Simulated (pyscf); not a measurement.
Routes from HI (SMILES I) + Cl• (SMILES [Cl])

Candidate steps break at most two bonds and form at most two. Each was searched with GFN2-xTB (tblite) first. Structures and frequencies: ωB97X-D3(BJ)/def2-SVP in PySCF. Energies: ωB97M-D3(BJ)/def2-TZVP, kcal/mol, from the separated reactants, doublet surface; ΔG‡ with ideal gas, 1 atm, RRHO with modes under 100 cm⁻¹ raised to 100, one conformer, R ln 2 for chiral ones without a mode under 150 cm⁻¹.

```tsv
products	type	ΔE‡	ΔE	ΔG‡ 298 K	ΔG‡ 900 K	ν‡ (cm⁻¹)
I• + HCl	hydrogen abstraction	-2.6	-29.1	1.9	14.3	708i
Cl–I + H•	atom transfer	29.0	+24.8	31.9	44.1	1018i
```

Row 1: On the reactant side the descent ends in what is likely a three-electron adduct, which functionals tend to overbind, 10.7 kcal/mol under the separated species and 6.8 kcal/mol under the saddle at ωB97X-D3(BJ)/def2-TZVP. Row 2: On the reactant side the descent ends in what is likely a three-electron adduct, which functionals tend to overbind, 10.7 kcal/mol under the separated species and 36.4 kcal/mol under the saddle at ωB97X-D3(BJ)/def2-TZVP. 

Plain bond fissions and candidates not yet searched are not listed, and one of them may be faster. Each barrier is that of the saddle found; lower ones may exist. Left out: orbital degeneracy and the spin-orbit lowering of Cl, I, which is large for Br, Se, Te and I. Elements past Kr carry the def2 core potentials, without spin-orbit coupling.
